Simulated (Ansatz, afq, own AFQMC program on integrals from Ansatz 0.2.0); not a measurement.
## Breaking In2–Cl1 in InBr$_{2}$Cl, singlet

| atom | x (Å) | y (Å) | z (Å) |
| --- | --- | --- | --- |
| Cl | -1.9379 | -0.9914 | 0.8743 |
| In | -0.0150 | -0.0077 | 0.0068 |
| Br | 2.1836 | -0.7858 | 0.7771 |
| Br | -0.2307 | 1.7850 | -1.6582 |

Products: InBr2 (doublet; Br–In–Br) and Cl (doublet), each relaxed with PBE0/def2-SVP like the molecule; electronic energies without zero-point terms. Determinants: RHF, UHF and UHF in that order.

Basis def2-TZVP with its core potentials. Noble-gas cores (and the filled d shells of Ga–Kr and In–Xe) are frozen. Ansatz 0.2.0 and our own AFQMC program on the same integrals; the CISD trial comes from CCSD amplitudes, and released means the phaseless constraint is let go. ± is one standard error of the sampling. No spin–orbit coupling. The errors of all members are added in quadrature.

No full CI on the walks' own integrals is used here. The released AFQMC energy serves as the reference, which it does only where one determinant dominates, the energy is flat over the last release times and near the phaseless one (40 meV or 2 meV an electron, half that with transition metals). On small molecules, where full CI could be run and the noise was under 10 meV, such values lay within 10 meV of it in 19 cases of 20, a flattering rate, since the rule was set on those same cases; what remains of the bias isn't in the error bar. Each member takes its own surest rung, up to full CI.

Errors are counted within def2-TZVP, not against nature.

Cautions: inner d shell frozen; no relativity below Rb; no spin-orbit coupling; InBr₂Cl (singlet): the released value is read at 0.90 1/Eh with a noise of 13 meV, more than in the cases checked (meV from the phaseless value at times in 1/Eh: -20 ± 11 at 0.21, -11 ± 9 at 0.42, -13 ± 12 at 0.63, -23 ± 13 at 0.90); InBr₂ (doublet): the released value is read at 1.50 1/Eh with a noise of 10 meV, more than in the cases checked (meV from the phaseless value at times in 1/Eh: -8 ± 6 at 0.24, -9 ± 6 at 0.51, -9 ± 7 at 0.99, -20 ± 10 at 1.50).

```tsv
level	bond energy (eV)
MP2	3.904
HF	2.728
```

Task: From these cheaper values, estimate the bond energy at the reference level in def2-TZVP.

Result: 3.714 ± 0.017 eV (AFQMC with the constraint released in def2-TZVP).

```
        level  bond energy (eV)  error against released AFQMC (eV)
         CCSD             3.612                     -0.101 ± 0.017
      CCSD(T)             3.696                     -0.018 ± 0.017
ph-AFQMC/CISD     3.719 ± 0.011                      0.005 ± 0.020
```

Correlation beyond CCSD(T) changes it by less than twice the noise. The perturbative (T) step is worth +0.084 eV.

A walk keeps the symmetry of its determinant, which the program's search chose and which needn't be the lowest solution, so a lower state of the same spin and another symmetry isn't excluded. Released energies are given only where the last usable release times agree within the noise; a slower fall can still hide under it.
